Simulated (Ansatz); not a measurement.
Compare A (`COC(C)=N`) with its isomer B (`C=C(O)NC`).

Calculated with Ansatz (gas phase, PBE0-D4/def2-TZVP geometries, no zero-point term in ΔE). CCSD(T)/CBS is the MP2 limit (def2-TZVPP, def2-QZVPP) plus CCSD(T) − MP2 in def2-TZVPP, frozen cores. Functionals use def2-TZVPP. B3LYP here is the variant with VWN-RPA as its local correlation; programs differ in this. One conformer a species, not always the lowest.

(1) Which is lower in electronic energy at CCSD(T)/CBS, and by how much? (An estimate is asked.)

(2) Give E(B) − E(A) in kcal/mol with PBE0-D4, MP2/def2-TZVPP, PBE-D4, CCSD/def2-TZVPP, B2PLYP, CCSD(T)/def2-TZVPP, B3LYP-D4. (An estimate is asked.)

Largest T1 diagnostic: 0.013.

Answers

(1) Computed: A, by 8.0 kcal/mol.

(2) Ansatz gave: PBE0-D4 6.5, MP2/def2-TZVPP 8.0, PBE-D4 7.0, CCSD/def2-TZVPP 8.9, B2PLYP 8.5, CCSD(T)/def2-TZVPP 9.1, B3LYP-D4 7.7. None reverses the order clearly.
